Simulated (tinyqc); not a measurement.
Starting guesses with DIIS over 6 matrices: SCF starting guesses in the sto-6g basis, for NH, spin multiplicity 3. Computed by the program tinyqc with PySCF. 

Geometry (angstrom):
```
atom       x       y       z
N     0.0000  0.0000  0.0000
H     0.0000  0.0000  1.9040
```

lowest solution found by these runs and by PySCF with stability checks = -54.723498 hartree

UHF with one setting changed at a time; a run stops when the energy changes by less than 1e-09 hartree and the error matrix is below 1e-5. Starts: the lowest orbitals of the core Hamiltonian, of the Wolfsberg-Helmholz matrix (K = 1.75), projected atomic densities, random orbitals, and the highest orbitals of the core Hamiltonian (a deliberately bad start).

Largest element of the error matrix X^T (FDS - SDF) X:
```
iteration     core  Wolfsberg-Helmholz  atomic densities   random  highest core orbitals
1          9.8e-02             2.1e-01           1.0e-01  5.0e+00                1.0e-01
2          2.1e-01             2.7e-01           6.1e-02  2.1e-01                3.5e-01
3          1.6e-01             1.6e-01           7.0e-02  5.8e-02                3.2e-01
4          1.3e-01             6.0e-02           5.9e-02  2.3e-02                2.3e-01
5          1.2e-01             5.7e-03           1.6e-02  1.1e-02                9.2e-02
6          3.3e-02             1.5e-03           3.9e-03  9.8e-03                1.0e-01
8          2.6e-03             4.0e-05           2.1e-04  4.2e-03                7.6e-02
10         1.3e-03             3.9e-08           2.2e-06  3.6e-03                6.1e-02
14               -                   -                 -  1.8e-03                2.2e-02
20               -                   -                 -  8.6e-05                1.9e-02
30               -                   -                 -        -                1.5e-02
45               -                   -                 -        -                1.4e-02
60               -                   -                 -        -                3.1e-02
```

How each run ends:
```
run                    iterations  E (hartree)                    state
core                           13    -54.59162                   higher
Wolfsberg-Helmholz             10    -54.72350             lowest found
atomic densities               11    -54.59162                   higher
random                         26    -54.54422                   higher
highest core orbitals         >60    -54.29506  wanders without falling
```

1 of 5 runs reach the lowest solution found, in 10 to 10 iterations (fastest: Wolfsberg-Helmholz). Ending on a higher stationary point: core, atomic densities, random; a small error matrix cannot reveal that, and an occupation fixed by the start is kept by symmetry or by the shape of the basin. Not converged: highest core orbitals. The first errors are 1e-01, 2e-01, 1e-01, 5e+00, 1e-01.
